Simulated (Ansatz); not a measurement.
Working through a scan of the bond length of CH (charge -1)

Computed with the Python package of Ansatz (0.2.0).

Contents of `ch.xyz`:
```text
2

H     0.00000    0.00000    0.00000
C     0.00000    0.00000    1.13000
```

Notebook, run cell by cell (the value of a cell's last expression is shown):

**Cell 1**
```python
from dataclasses import dataclass

import ansatz
from ase.data import atomic_masses, atomic_numbers
import numpy as np


@dataclass(frozen=True)
class Settings:
    basis: str = "6-31G*"
    method: str = "ccsd_t"
    net_charge: int = -1
```

**Cell 2**
```python
settings = Settings()
```

**Cell 3**
```python
system = ansatz.Crystal.molecule_from_extxyz("ch.xyz")
```

**Cell 4**
```python
symbols = [site.symbol for site in system.cartesian_sites]
start = np.array([site.position_ang for site in system.cartesian_sites])
axis = (start[1] - start[0]) / np.linalg.norm(start[1] - start[0])
moving = [1]
lengths, energies = [0.994, 1.04, 1.085, 1.13, 1.175, 1.22, 1.266, 1.333], []
for length in lengths:
    xyz = start.copy()
    xyz[moving] += (length - np.linalg.norm(start[1] - start[0])) * axis
    point = ansatz.Crystal.molecule()
    for symbol, place in zip(symbols, xyz):
        point = point.atom(symbol, place.tolist())
    base = (
        point.calculation()
        .basis(gaussian=settings.basis)
        .correlation(settings.method)
        .charge(settings.net_charge)
        .spin("collinear", total=2)
    )
    rep = base.run(threads=1).report
    energies.append(rep["free_energy_ev"])
    print(f"r = {length:6.3f} A  E = {energies[-1]:.5f} eV  <S^2> = {abs(rep['mean_field']['state']['spin_squared']):.3f}")

# quartic fit about the minimum
fit = np.polynomial.Polynomial.fit(lengths, np.array(energies) - min(energies), 4).convert()
roots = [r.real for r in fit.deriv().roots() if abs(r.imag) < 1e-9 and fit.deriv(2)(r.real) > 0]
r_e = min(roots, key=lambda r: abs(r - lengths[int(np.argmin(energies))]))
print(f"minimum of the fit at {r_e:.4f} A, force constant {fit.deriv(2)(r_e):.2f} eV/A^2")
m1, m2 = (atomic_masses[atomic_numbers[s]] for s in symbols)
mu = m1 * m2 / (m1 + m2)
print(f"harmonic wavenumber {521.4709 * np.sqrt(fit.deriv(2)(r_e) / mu):.0f} 1/cm, rotational constant {16.857629 / (mu * r_e ** 2):.4f} 1/cm")
```
Output:
```text
r =  0.994 A  E = -1043.06652 eV  <S^2> = 2.013
r =  1.040 A  E = -1043.30839 eV  <S^2> = 2.014
r =  1.085 A  E = -1043.45338 eV  <S^2> = 2.014
r =  1.130 A  E = -1043.52930 eV  <S^2> = 2.015
r =  1.175 A  E = -1043.55295 eV  <S^2> = 2.016
r =  1.220 A  E = -1043.53752 eV  <S^2> = 2.017
r =  1.266 A  E = -1043.49204 eV  <S^2> = 2.018
r =  1.333 A  E = -1043.38922 eV  <S^2> = 2.021
minimum of the fit at 1.1772 A, force constant 18.76 eV/A^2
harmonic wavenumber 2342 1/cm, rotational constant 13.0807 1/cm
```

The lowest point is at 1.175 Å. At the shortest distance (0.99 Å) the energy is 0.49 eV higher, at the longest (1.33 Å) 0.16 eV.

Notes:
- Total energies depend on the basis set; only differences at equal settings carry meaning.
- The basis set is modest, and single-reference methods fail as a bond breaks.
- The species is open-shell (spin multiplicity 3).
- S² is that of the Hartree-Fock reference.
- The spin state was assumed, and another may lie lower.
- Anions want diffuse functions, which this basis lacks.
- Hardware and time: 1.6 s on 1 thread of Intel(R) Xeon(R) 6975P-C (Granite Rapids), with other jobs on the host, peak memory 0.16 GiB.
